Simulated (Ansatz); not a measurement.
Cost and result for the atomization energy of C4H7FO, SMILES `CO/C(C)=C\F` (13 atoms, 12 bonds).

```xyz
13

C    -0.301    1.387   -1.360
O    -0.747    0.221   -0.692
C     0.010   -0.329    0.278
C    -0.654   -1.531    0.857
C     1.200    0.058    0.737
F     1.896    1.123    0.290
H    -1.082    1.632   -2.077
H     0.638    1.208   -1.889
H    -0.169    2.218   -0.664
H    -0.045   -1.981    1.639
H    -0.831   -2.275    0.076
H    -1.624   -1.257    1.279
H     1.709   -0.475    1.527
```

The species carries charge 0 and has multiplicity 1. The geometry is a stationary point of PBE0-D4/def2-TZVP. It is one conformer, not always the lowest. Program: Ansatz. All runs use 4 threads of an Intel Xeon Platinum 8259CL on a shared host. Times are those of one run each, without the atoms' runs, and a repeat can differ threefold. Electronic energies, without spin–orbit coupling; frozen cores. CCSD(T)/CBS adds CCSD(T) − MP2 in def2-TZVPP to the MP2 limit, and its time is that of the two runs behind it. T1 = 0.012. B3LYP takes the VWN-RPA correlation (the form of Gaussian; ORCA's B3LYP/G).

CCSD(T)/CBS is a level of theory with its own doubt, some kJ/mol a heavy atom from the limit and from the frozen cores, so smaller differences don't rank the functionals.

| level | functions | wall time | atomization (kJ/mol) | difference from CCSD(T)/CBS | per bond |
| --- | --- | --- | --- | --- | --- |
| PBE-D4/def2-TZVPP (with forces) | 284 | 3.2 s | 5411.5 | 167.9 | 14.0 |
| PBE0-D4/def2-TZVPP | 284 | 3.3 s | 5288.5 | 44.9 | 3.7 |
| r2SCAN-D4/def2-TZVPP (with forces) | 284 | 4.5 s | 5272.6 | 29.0 | 2.4 |
| B3LYP-D4/def2-TZVPP (with forces) | 284 | 5.5 s | 5253.8 | 10.2 | 0.8 |
| B2PLYP/def2-TZVPP | 284 | 7 s | 5201.7 | -41.9 | -3.5 |
| ωB97X-V/def2-TZVPP | 284 | 8 s | 5255.6 | 12.0 | 1.0 |
| ωB97M-V/def2-TZVPP (with forces) | 284 | 11 s | 5264.9 | 21.3 | 1.8 |
| MP2/def2-QZVPP | 552 | 31 s | 5296.8 | 53.2 | 4.4 |
| CCSD(T)/def2-TZVPP | 284 | 4 min | 5116.6 | -127.0 | -10.6 |
| CCSD(T)/CBS(def2) | – | 4.5 min | 5243.6 | 0.0 | 0.0 |

In def2-TZVPP, CCSD(T) changes the Hartree–Fock value by +1327.0 kJ/mol (the triples alone add +84.6 kJ/mol) and MP2 by +1432.2 kJ/mol; breaking electron pairs costs correlation energy, which Hartree–Fock lacks. The D4 term adds +36.0 kJ/mol with B3LYP and +19.0 kJ/mol with PBE0; it sums over pairs of atoms, weighted by their polarisabilities, and B3LYP, whose exchange is more repulsive, gets the larger term. From PBE to PBE0 (25 % exact exchange), in def2-TZVPP and without D4, the atomization energy moves by −119.3 kJ/mol: exact exchange takes away binding that semilocal exchange gives to molecules.
